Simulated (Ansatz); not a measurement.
# What a trial cell of Sr₃Ti relaxes into

Level of theory: Ansatz, DFT PBE, scalar-relativistic, plane waves, PAW. Cutoff 420 eV, Γ-centred k mesh, Gaussian smearing, no spin polarisation in the final step.

The start puts Sr₃Ti on the Ni3Sn (D0_19) structure type (P6_3/mmc, No. 194), with Ti in place of Sn, Sr in place of Ni, at a guessed volume.

```xyz
8
Lattice="6.8944 0.0000 0.0000 -3.4472 5.9707 0.0000 0.0000 0.0000 5.5338" Properties=species:S:1:pos:R:3 pbc="T T T"
Sr    3.4472    3.9765    1.3835
Sr   -1.7202    4.9736    4.1504
Sr    1.7271    0.9971    1.3835
Sr    0.0000    1.9942    4.1504
Sr    5.1674    0.9971    1.3835
Sr    1.7202    4.9736    4.1504
Ti    0.0000    3.9805    1.3835
Ti    3.4472    1.9902    4.1504
```

Steps on the 3×3×4 mesh (8 atoms). 7 of 7 steps are shown, and the free energy counts from the last. Trial steps that were taken back and renewals of the plane-wave basis can be among the rows.

```csv
step,ΔF (meV/atom),V (Å³/atom),P (GPa),largest force component (eV/Å)
1,339.1,28.48,10.70,0.684
2,109.4,32.83,5.15,0.054
3,19.4,37.38,1.47,0.132
4,6.6,39.64,0.20,0.018
5,1.9,39.64,0.44,0.018
6,0.0,40.52,0.06,0.014
7,0.0,40.52,0.06,0.014
```

A final relaxation ran on a 6×6×6 mesh. The relaxed crystal, P6_3/mmc (No. 194):

```
Sr Ti
1.0
     7.84711    0.00000    0.00000
    -3.92355    6.79579    0.00000
     0.00000    0.00000    6.10266
Sr Ti
6 2
Direct
  0.82445 0.64890 0.25000
  0.17555 0.82445 0.75000
  0.35110 0.17555 0.25000
  0.17555 0.35110 0.75000
  0.82445 0.17555 0.25000
  0.64890 0.82445 0.75000
  0.33333 0.66667 0.25000
  0.66667 0.33333 0.75000
```

| Property | Result |
| --- | --- |
| Volume per atom | 40.68 Å³ |
| Density | 3.17 g/cm³ |
| Energy over the elements | 0.62 eV/atom |
| Gap on the 6×6×6 mesh | 0 eV (a metal) |

Formation energies are uncorrected and refer to the elements' standard structures at the same level.

The final run used a 6×6×6 mesh on its 8-atom cell and 0.10 eV smearing. The k mesh leaves about 4 meV/atom of noise in metals.

A structure relaxed within its symmetry needn't be a true minimum.

Cost: 3 runs of about 2.8 core-minutes in all, on Intel Xeon Platinum 8488C (Sapphire Rapids) (shared hosts).